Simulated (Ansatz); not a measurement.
Input for Ansatz (development build ahead of 0.2.0):

```yaml
crystal:
  periodic: [false, false, false]
  atoms:
    - { symbol: P, position_ang: [0.0, 0.0, 0.0] }
    - { symbol: "N", position_ang: [0.0, 0.0, 2.831] }
basis:
  gaussian: { orbitals: "6-31G" }
magnetization:
  spin_polarized: true
hamiltonian:
  xc: pbe0
scf:
  omitted_lower_state_checks: [starts, atomic_configurations, cluster_reference, orbital_swaps, given_window_search, neighbouring_geometries, increment]
output:
  forces: true
```

The input is written out in the form of the current development build from the run's settings.

Output:

- Converged: yes
- Total energy: -395.57344 hartree
- Spin squared of the determinant: 2.553
- Stability test: minimum

Forces (eV/Å):
```json
{"atom": "P1", "Fx": "0.000", "Fy": "0.000", "Fz": "1.325"}
{"atom": "N2", "Fx": "0.000", "Fy": "0.000", "Fz": "-1.325"}
```

This is not the lowest solution: another run reaches a determinant 1.99 eV lower. Caution: the unrestricted determinant is a mixture of spin states.
